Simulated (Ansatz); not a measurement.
# H3S+ (sulfonium) at 6 levels

Wanted: a comparison of 6 runs (UHF/3-21G, PBE/3-21G, RPA@PBE/6-31G, CCSD/3-21G, UCCSD(T)/6-31G, FCI/6-31G) of H3S+ (sulfonium). 

Program for the calculation: Ansatz 0.2.0.

9 further runs of the same task are left out: 7 that didn't finish, 2 set aside as unsound or not needed.

## (1) The molecule

H3S+ has 4 atoms, charge +1, and is taken as a singlet. SMILES: `[SH3+]`. The H2–S1 distance was set to 2.033 Å, away from the relaxed value. At this shape a bond of the SMILES string is far longer than usual.

Bond lengths: S1–H3 1.355 Å, S1–H4 1.355 Å. Angles: H3–S1–H4 93.7°.

## (2) The energy at UHF/3-21G (run 1)

The input, run.yaml:

```yaml
crystal:
  periodic: [false, false, false]
  atoms:
    - symbol: S
      position_ang: [0.028417, -0.291827, -1.036107]
    - symbol: H
      position_ang: [0.848020, 0.280920, 0.734350]
    - symbol: H
      position_ang: [-0.767353, -1.228847, -0.465127]
    - symbol: H
      position_ang: [-0.928703, 0.667003, -1.003597]
basis:
  gaussian:
    orbitals: 3-21G.json
total_charge: 1
magnetization:
  spin_polarized: true
  initial_magnetization: 0
hamiltonian:
  xc: hf
accuracy: high
```

The basis set 3-21G is read from a file made from the Basis Set Exchange's data (not shown).

The run is started by

```console
$ ansatz run run.yaml --threads 1 --pin off --max-ram 2610MiB --events-out events.jsonl --progress --plain --runs-dir runs
```

The program printed:

```text
Warning: RAYON_NUM_THREADS=1 ignored (pool sized by the plan → 1); use --threads N
Functional definition: HF
  name "HF"
  exchange = exact_x
  correlation = 0
357 factors; integrals over basis functions are off by at most 2.8e-9 eV
mean field evaluation 1: about -10797.9815 eV, gradient 1.3e1 eV
mean field evaluation 2: about -10797.9775 eV, gradient 1.3e1 eV
mean field evaluation 4: about -10799.5233 eV, gradient 7.4e-1 eV
mean field evaluation 8: about -10799.5300 eV, gradient 1.3e-6 eV
mean field evaluation 16: about -10799.4075 eV, gradient 2.9e0 eV
mean field evaluation 32: about -10799.2816 eV, gradient 3.2e0 eV
mean field -10799.69735280 eV, -396.8815574177 hartree, gradient 1.3e-8 eV, S^2 0.387787; 2 other end points of the search recorded, 0 dependent functions left out
reference -10799.69735280 eV, -396.8815574177 hartree; 9, 9 occupied and 10, 10 virtual orbitals, 357 factors
Total energy: -10799.69735280 eV, -396.8815574177 hartree
```

It took 0.12 s on 1 thread of Arm Neoverse V2, shared host.

## (3) A single-point energy at PBE/3-21G (run 2)

The input, job.yaml:

```yaml
crystal:
  periodic: [false, false, false]
  atoms:
    - symbol: S
      position_ang: [0.028417, -0.291827, -1.036107]
    - symbol: H
      position_ang: [0.848020, 0.280920, 0.734350]
    - symbol: H
      position_ang: [-0.767353, -1.228847, -0.465127]
    - symbol: H
      position_ang: [-0.928703, 0.667003, -1.003597]
basis:
  gaussian: {orbitals: 3-21G.json}
accuracy: high
total_charge: 1
hamiltonian: {xc: {name: PBE}}
```

The basis set 3-21G is read from a file made from the Basis Set Exchange's data (not shown).

The run is started by

```console
$ ansatz run job.yaml --threads 1 --pin off --max-ram 2610MiB --events-out events.jsonl --progress --plain --runs-dir runs
```

The program printed:

```text
Warning: RAYON_NUM_THREADS=1 ignored (pool sized by the plan → 1); use --threads N
Functional definition: PBE
  name "PBE"
  parameter kappa = 0.804
  parameter beta = 0.06672455060314922
  exchange = pbe_x(kappa = kappa, mu = beta*pi^2/3)
  correlation = pbe_c(beta = beta)
357 factors; integrals over basis functions are off by at most 2.8e-9 eV
mean field evaluation 1: about -10809.1999 eV, gradient 3.5e1 eV
mean field evaluation 2: about -10794.6272 eV, gradient 6.3e1 eV
mean field evaluation 4: about -10813.9271 eV, gradient 6.9e0 eV
mean field evaluation 8: about -10814.1814 eV, gradient 1.1e-1 eV
mean field evaluation 16: about -10814.1815 eV, gradient 3.0e-6 eV
mean field -10814.18147532 eV, -397.4138391025 hartree, gradient 2.2e-8 eV, S^2 0.000000; 0 other end points of the search recorded, 0 dependent functions left out
reference -10814.18147714 eV, -397.4138391693 hartree; 9, 9 occupied and 10, 10 virtual orbitals, 357 factors
Total energy: -10814.18147714 eV, -397.4138391693 hartree
```

It took 0.52 s on 1 thread of Arm Neoverse V2, shared host.

Runs 3 to 4 aren't shown in full; the table further down has their settings and results.

## (4) A single-point energy at UCCSD(T)/6-31G (run 5)

The input, job.yaml:

```yaml
crystal:
  periodic: [false, false, false]
  atoms:
    - {symbol: S, position_ang: [0.028417, -0.291827, -1.036107]}
    - {symbol: H, position_ang: [0.848020, 0.280920, 0.734350]}
    - {symbol: H, position_ang: [-0.767353, -1.228847, -0.465127]}
    - {symbol: H, position_ang: [-0.928703, 0.667003, -1.003597]}
basis:
  gaussian:
    orbitals: 6-31G
total_charge: 1
correlation:
  method: ccsd_t
  frozen_orbitals: {H: 0, S: 5}
accuracy: high
scf:
  omitted_lower_state_checks: [cluster_reference, increment]
magnetization:
  spin_polarized: true
```

The run is started by

```console
$ ansatz run job.yaml --threads 1 --pin off --max-ram 2610MiB --events-out events.jsonl --progress --plain --runs-dir runs
```

The program printed:

```text
Warning: RAYON_NUM_THREADS=1 ignored (pool sized by the plan → 1); use --threads N
[... 12 lines left out ...]
5 core orbitals not correlated: weight in the atoms' cores, before any rotation towards them, 1.000 or more for the frozen orbitals, at most 0.000 for the correlated occupied ones
[... 30 lines left out ...]
Total energy: -10854.76339325 eV, -398.9051970791 hartree
Checks for a lower state left out: cluster_reference, increment
```

Wall time 0.3 s (1 thread of Arm Neoverse V2, shared host).

## (5) The energy at FCI/6-31G (run 6)

job.yaml: that of step 4 with these lines changed.

```diff
@@ -12,8 +12,4 @@
 correlation:
-  method: ccsd_t
+  method: fci
   frozen_orbitals: {H: 0, S: 5}
 accuracy: high
-scf:
-  omitted_lower_state_checks: [cluster_reference, increment]
-magnetization:
-  spin_polarized: true
```

The run is started by

```console
$ ansatz run job.yaml --threads 1 --pin off --max-ram 2610MiB --events-out events.jsonl --progress --plain --runs-dir runs
```

The program printed:

```text
Warning: RAYON_NUM_THREADS=1 ignored (pool sized by the plan → 1); use --threads N
Functional definition: HF
  name "HF"
  exchange = exact_x
  correlation = 0
407 factors; integrals over basis functions are off by at most 3.1e-9 eV
mean field evaluation 1: about -10850.2269 eV, gradient 1.8e1 eV
mean field evaluation 2: about -10850.2263 eV, gradient 1.8e1 eV
mean field evaluation 4: about -10851.8433 eV, gradient 1.1e0 eV
mean field evaluation 8: about -10851.8514 eV, gradient 1.9e-5 eV
mean field -10851.85135544 eV, -398.7981816634 hartree, gradient 1.5e-8 eV, S^2 0.000000; 0 other end points of the search recorded, 0 dependent functions left out; unrestricted orbitals would lower it
mean field evaluation 16: about -10852.0315 eV, gradient 4.7e-1 eV
5 core orbitals not correlated: weight in the atoms' cores, before any rotation towards them, 1.000 or more for the frozen orbitals, at most 0.000 for the correlated occupied ones
reference -10851.85135544 eV, -398.7981816634 hartree; 4, 4 occupied and 10, 10 virtual orbitals, 407 factors
state -10854.77722306 eV, -398.9057053150 hartree
Total energy: -10854.77722306 eV, -398.9057053150 hartree
```

It took 2.8 s on 1 thread of Arm Neoverse V2, shared host; peak memory 0.13 GiB.

## (6) Overview of the runs

```csv
run,level,frozen core orbitals,energy (Eh),wall time
1,UHF/3-21G,–,-396.881557,0.12 s
2,PBE/3-21G,–,-397.413839,0.52 s
3,RPA@PBE/6-31G,5,-398.951766,0.86 s
4,CCSD/3-21G,5,-396.984838,0.12 s
5,UCCSD(T)/6-31G,5,-398.905197,0.3 s
6,FCI/6-31G,5,-398.905705,2.8 s
```

## (7) Summary of results

| quantity | value |
| --- | --- |
| run 6: total energy | -398.90571 Eh |
| run 6: correlation energy (5 core orbitals frozen) | -107.5 mEh |

**Reading.** Against full CI in this basis: UCCSD(T) +0.5 mEh. In run 4 the log says that unrestricted orbitals would lower the reference, so the values rest on an unstable closed-shell determinant (other closed-shell runs at this shape may share the fault). Spin contamination of the reference: run 5 ⟨S²⟩ = 0.41, run 1 ⟨S²⟩ = 0.39. All runs together took 4.7 s, the longest 2.8 s.
